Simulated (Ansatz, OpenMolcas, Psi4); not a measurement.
# Exact exchange and the HOMO–LUMO gap of [BCl2]+

[BCl2]+: 3 atoms, total charge +1, spin state singlet. SMILES: `Cl[B+]Cl`. The coordinates come from a PBE0-D4/def2-TZVP relaxation.

The HOMO–LUMO gap y, in eV, basis cc-pVTZ; a is the functional's share of exact exchange. Programs: Ansatz 0.2.0, OpenMolcas 26.06, Psi4 1.11.

| functional | program | a | y (eV) |
| --- | --- | --- | --- |
| TPSS | OpenMolcas | 0 | 6.70 |
| r2SCAN | Ansatz | 0 | 7.11 |
| TPSSh | Psi4 | 0.1 | ? |
| B3LYP | Ansatz | 0.2 | 8.29 |
| r2SCAN0 | Ansatz | 0.25 | 9.23 |
| PBE0 | Ansatz | 0.25 | 8.80 |
| BHLYP | Ansatz | 0.5 | 11.14 |

Fit y = c + s·a to the known rows and predict TPSSh.


1. Means of the 6 rows: a = 0.2000, y = 8.545.
2. Σ(Δa)² = 0.175, Σ(Δa·Δy) = 1.4815, so the slope is 1.4815/0.175 = 8.4657.
3. Intercept: 8.545 − (8.4657) × 0.2000 = 6.852. The largest residual of the fit is 0.26.
4. TPSSh: 6.852 + (8.4657) × 0.1 = 7.70 eV.

The run gave 7.62 eV, so the prediction is off by +0.08 eV, within the largest residual. Exact exchange lowers occupied levels and raises empty ones. The rows mix families of semi-local functionals, which the line can't see.
